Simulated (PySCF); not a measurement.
**Ionisation energy of Li by level of theory**

Li [He] 2s1 (2S) → Li⁺ 1s2 (1S), as a difference of total energies. Computed with PySCF 2.14 in aug-cc-pVQZ with one added diffuse shell each of s, p, d, f, g type (7s6p5d4f3g, 105 functions), with no relativity, point nucleus. The calculations carry no spin-orbit coupling.

```json
{"method": "UHF", "ionisation energy (eV)": "5.343"}
{"method": "LDA", "ionisation energy (eV)": "5.470"}
{"method": "PBE", "ionisation energy (eV)": "5.585"}
{"method": "PBE0", "ionisation energy (eV)": "5.568"}
{"method": "MN15", "ionisation energy (eV)": "5.200"}
{"method": "TPSSh", "ionisation energy (eV)": "5.495"}
{"method": "HSE06", "ionisation energy (eV)": "5.559"}
```

Problem. Estimate what r2SCAN gives.

Solution. 5.390 eV, closest to UHF among the rows shown.

Problem. Estimate what wB97X gives.

Solution. 5.303 eV, closest to UHF among the rows shown.

For comparison: 5.392 eV (measured; NIST Atomic Spectra Database, ionization energies).
